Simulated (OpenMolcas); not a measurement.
**A workflow on HF (SMILES F)**

Aim: a series of 9 runs (HF/pcseg-0, CASSCF(8,5)/pcseg-0, CASPT2(8,5)/pcseg-0, CASPT2[IPEA 0](8,5)/pcseg-0, SC-NEVPT2(8,5)/pcseg-0, PC-NEVPT2(8,5)/pcseg-0, MC-PDFT[tPBE](8,5)/pcseg-0, MRCI(8,5)/pcseg-0, and more) of HF. 

The calculation is run with OpenMolcas 26.06.

1 further run of the same task is left out (set aside as unsound or not needed).

## 1. The structure to begin with

HF has 2 atoms, charge 0, and is taken as a singlet. SMILES: `F`. The F1–H2 distance was set to 1.840 Å, away from the relaxed value.

## 2. A single-point energy at HF/pcseg-0 (run 1)

The input, step1.inp:

```
>>> EXPORT MOLCAS_PRINT=2
&GATEWAY
BASLIB = $CurrDir
COORD
2
angstrom
F       -1.169981       0.433793      -0.589190
H        0.390000      -0.144600       0.196400
BASIS = pcseg-0
GROUP = NoSym
&SEWARD
&SCF
PRORBITALS = 1 1
```

The basis set pcseg-0 is read from a file made from the Basis Set Exchange's data (not shown).

Launch:

```bash
$ export MOLCAS_MEM=1860
$ pymolcas step1.inp > step1.log
```

The log of the run, cut to the lines that bear on the results:

```text
--- Start Module: gateway ---
[...]
--- Stop Module: gateway /rc=_RC_ALL_IS_WELL_ ---
--- Start Module: seward ---
[...]
      Basis functions           11
--- Stop Module: seward /rc=_RC_ALL_IS_WELL_ ---
--- Start Module: scf ---
[...]
       Convergence after   8 Iterations
[...]
::    Total SCF energy                                -99.4989118280
[...]
      Total spin, S                                     0.0000000000
[...]
      Total electronic charge=   10.000000
      Total            charge=   -0.000000
[...]
      Dipole Moment (debye):
      Origin of the operator (angstrom)=   -1.0914    0.4047   -0.5496
                   X=  2.5624E+00               Y= -9.5004E-01               Z=  1.2904E+00           Total=  3.0221E+00
      Quadrupole Moment (debye*angstrom):
[...]
--- Stop Module: scf /rc=_RC_ALL_IS_WELL_ ---
[...]
```

Wall time 1.5 s (1 thread of Arm Neoverse V1, shared host); peak memory 0.37 GiB.

## 3. The energy at CASSCF(8,5)/pcseg-0 (run 2)

The input, step2.inp:

```
>>> EXPORT MOLCAS_PRINT=2
&GATEWAY
BasLib = $CurrDir
Coord
2
angstrom
F       -1.169981       0.433793      -0.589190
H        0.390000      -0.144600       0.196400
Basis = pcseg-0
Group = NoSym
&SEWARD
&RASSCF
FileOrb = $CurrDir/step1.ScfOrb
Spin = 1
Nactel = 8 0 0
Inactive = 1
Ras2 = 5
OrbListing = Nothing
OrbAppear = Compact
```

The basis set pcseg-0 is read from a file made from the Basis Set Exchange's data (not shown).

Launch:

```bash
$ export MOLCAS_MEM=1860
$ pymolcas step2.inp > step2.log
```

The log of the run, cut to the lines that bear on the results:

```text
--- Start Module: gateway ---
[...]
--- Stop Module: gateway /rc=_RC_ALL_IS_WELL_ ---
--- Start Module: seward ---
[...]
      Basis functions           11
--- Stop Module: seward /rc=_RC_ALL_IS_WELL_ ---
--- Start Module: rasscf ---
[...]
      Number of active orbitals                  5
[...]
      Spin quantum number                      0.0
[...]
      Active orbitals                            5
[...]
      Number of CSFs                            15
[...]
      Number of root(s) required                 1
[...]
      Convergence after  7 iterations
[...]
      printout of CI-coefficients larger than  0.05 for root  1
      energy=     -99.607834
      conf/sym  11111     Coeff  Weight
             1  22220  -0.89621 0.80320
             4  22202   0.44332 0.19653
      Natural orbitals and occupation numbers for root  1
      sym 1:   1.999757   1.999850   1.999850   1.606942   0.393602
      ************************************************************************************************************************
      *                                                    Final results                                                     *
[...]
::    RASSCF root number  1 Total energy:    -99.60783409
[...]
      Total electronic charge=   10.000000
      Total            charge=   -0.000000
[...]
      Dipole Moment (debye):
      Origin of the operator (angstrom)=   -1.0914    0.4047   -0.5496
                   X=  6.1118E-01               Y= -2.2661E-01               Z=  3.0778E-01           Total=  7.2085E-01
      Quadrupole Moment (debye*angstrom):
[...]
--- Stop Module: rasscf /rc=_RC_ALL_IS_WELL_ ---
[...]
```

It took 1.6 s on 1 thread of Arm Neoverse V1, shared host; peak memory 0.37 GiB.

Runs 3 to 6 aren't shown in full; the table further down has their settings and results.

## 4. The energy at MC-PDFT[tPBE](8,5)/pcseg-0 (run 7)

The input, step7.inp:

```
>>> EXPORT MOLCAS_PRINT=2

&GATEWAY
  BasLib=$CurrDir
  Coord
  2
  angstrom
  F       -1.169981       0.433793      -0.589190
  H        0.390000      -0.144600       0.196400
  Basis=pcseg-0
  Group=NoSym

&SEWARD

&RASSCF
  FileOrb=$CurrDir/step2.RasOrb
  Spin=1
  Nactel=8 0 0
  Inactive=1
  Ras2=5
  OrbListing=Nothing
  OrbAppear=Compact

&MCPDFT
  KSDFT=T:PBE
```

The basis set pcseg-0 is read from a file made from the Basis Set Exchange's data (not shown).

Launch:

```bash
$ export MOLCAS_MEM=1860
$ pymolcas step7.inp > step7.log
```

The log of the run, cut to the lines that bear on the results:

```text
--- Start Module: gateway ---
[...]
--- Stop Module: gateway /rc=_RC_ALL_IS_WELL_ ---
[...]
      Basis functions           11
[...]
--- Start Module: rasscf ---
[...]
      Number of active orbitals                  5
[...]
      Spin quantum number                      0.0
[...]
      Active orbitals                            5
[...]
      Number of CSFs                            15
[...]
      Number of root(s) required                 1
[...]
      Convergence after  4 iterations
[...]
      printout of CI-coefficients larger than  0.05 for root  1
      energy=     -99.607834
      conf/sym  11111     Coeff  Weight
             1  22220  -0.89621 0.80320
             4  22202   0.44332 0.19653
      Natural orbitals and occupation numbers for root  1
      sym 1:   1.999757   1.999850   1.999850   1.606942   0.393601
      ************************************************************************************************************************
      *                                                    Final results                                                     *
[...]
::    RASSCF root number  1 Total energy:    -99.60783409
[...]
      Total electronic charge=   10.000000
      Total            charge=   -0.000000
[...]
      Dipole Moment (debye):
      Origin of the operator (angstrom)=   -1.0914    0.4047   -0.5496
                   X=  6.1118E-01               Y= -2.2661E-01               Z=  3.0778E-01           Total=  7.2085E-01
      Quadrupole Moment (debye*angstrom):
[...]
--- Stop Module: rasscf /rc=_RC_ALL_IS_WELL_ ---
--- Start Module: mcpdft ---
[...]
 ###    WARNING: Deprecation warning: KSDF should be replaced                ###
 ###    with FUNC keyword                                                    ###
 ###############################################################################
[...]
::    MCPDFT root number  1 Total energy:    -99.87886814
--- Stop Module: mcpdft /rc=_RC_ALL_IS_WELL_ ---
[...]
```

Wall time 1.8 s (1 thread of Arm Neoverse V1, shared host); peak memory 0.37 GiB.

Run 8 isn't shown in full; the table further down has it.

## 5. A single-point energy at MRACPF(8,5)/pcseg-0 (run 9)

The input, step9.input:

```
>>> EXPORT MOLCAS_PRINT=2
&gateway
baslib=$CurrDir
coord
2
angstrom
F       -1.169981       0.433793      -0.589190
H        0.390000      -0.144600       0.196400
basis=pcseg-0
group=NoSym
&seward
&rasscf
fileorb=$CurrDir/step2.RasOrb
spin=1
nactel=8 0 0
inactive=1
ras2=5
orblisting=Nothing
orbappear=Compact
&motra
lumorb
frozen=1
&guga
electrons=8
spin=1
inactive=0
active=5
ciall=1
&mrci
acpf
```

The basis set pcseg-0 is read from a file made from the Basis Set Exchange's data (not shown).

Launch:

```bash
$ export MOLCAS_MEM=1860
$ pymolcas step9.input > step9.log
```

The log of the run, cut to the lines that bear on the results:

```text
--- Start Module: gateway ---
[...]
--- Stop Module: gateway /rc=_RC_ALL_IS_WELL_ ---
[...]
      Basis functions           11
[...]
      Number of active orbitals                  5
[...]
      Spin quantum number                      0.0
[...]
      Active orbitals                            5
[...]
      Number of CSFs                            15
[...]
      Number of root(s) required                 1
[...]
      Convergence after  4 iterations
[...]
      printout of CI-coefficients larger than  0.05 for root  1
      energy=     -99.607834
      conf/sym  11111     Coeff  Weight
             1  22220  -0.89621 0.80320
             4  22202   0.44332 0.19653
      Natural orbitals and occupation numbers for root  1
      sym 1:   1.999757   1.999850   1.999850   1.606942   0.393601
      ************************************************************************************************************************
      *                                                    Final results                                                     *
[...]
::    RASSCF root number  1 Total energy:    -99.60783409
[...]
      Dipole Moment (debye):
      Origin of the operator (angstrom)=   -1.0914    0.4047   -0.5496
                   X=  6.1118E-01               Y= -2.2661E-01               Z=  3.0778E-01           Total=  7.2085E-01
      Quadrupole Moment (debye*angstrom):
[...]
      *** WARNING: Default frozen orbitals is overwritten by user input.
      *** Default values:   1
[...]
--- Start Module: guga ---
[...]
--- Stop Module: guga /rc=_RC_ALL_IS_WELL_ ---
--- Start Module: mrci ---
[...]
       USE THE DEFAULT ACPF G-VALUE GFAC=  0.25000000000000000
[...]
    MR ACPF CALCULATION.
[...]
            REFERENCE CI ENERGY:   -99.60783409
[...]
        ACPF CORRELATION ENERGY:    -0.09486204
                    ACPF ENERGY:   -99.70269613
[...]
      Total electronic charge=   10.000000
      Total            charge=   -0.000000
[...]
  ACPF State   1     Total energy:    -99.70269613
[...]
--- Stop Module: mrci /rc=_RC_ALL_IS_WELL_ ---
[...]
```

Wall time 1.7 s (1 thread of Arm Neoverse V1, shared host); peak memory 0.37 GiB.

## 6. The series

| run | level | active rule | inactive | energy (Eh) | dipole moment (D) of the reference | wall time |
| --- | --- | --- | --- | --- | --- | --- |
| 1 | HF/pcseg-0 | – | – | -99.498912 | 3.02 | 1.5 s |
| 2 | CASSCF(8,5)/pcseg-0 | full valence | 1 | -99.607834 | 0.72 | 1.6 s |
| 3 | CASPT2(8,5)/pcseg-0 | full valence | 1 | -99.699254 | 0.72 | 1.6 s |
| 4 | CASPT2[IPEA 0](8,5)/pcseg-0 | full valence | 1 | -99.699931 | 0.72 | 1.6 s |
| 5 | SC-NEVPT2(8,5)/pcseg-0 | full valence | 1 | -99.687269 | 0.72 | 1.6 s |
| 6 | PC-NEVPT2(8,5)/pcseg-0 | full valence | 1 | -99.687880 | 0.72 | 1.6 s |
| 7 | MC-PDFT[tPBE](8,5)/pcseg-0 | full valence | 1 | -99.878868 | 0.72 | 1.8 s |
| 8 | MRCI(8,5)/pcseg-0 | full valence | 1 | -99.701382 | 0.72 | 1.7 s |
| 9 | MRACPF(8,5)/pcseg-0 | full valence | 1 | -99.702696 | 0.72 | 1.7 s |

## 7. Results

```
                                                  quantity         value
                  run 9, MRACPF(8,5)/pcseg-0: total energy  -99.70270 Eh
run 9, MRACPF(8,5)/pcseg-0: dipole moment (CASSCF density)        0.72 D
```

What this shows: Below the HF energy at the same shape and in the same basis (pcseg-0): CASSCF(8,5) -108.9 mEh; CASPT2(8,5) -200.3 mEh; CASPT2[IPEA 0](8,5) -201.0 mEh; SC-NEVPT2(8,5) -188.4 mEh; PC-NEVPT2(8,5) -189.0 mEh; MRCI(8,5) -202.5 mEh. Active-space methods hold only the correlation inside their space unless a perturbation or CI step follows. In run 1 a closed-shell determinant meets a far-stretched bond, which it describes badly. All runs together took 15 s, the longest 1.8 s.
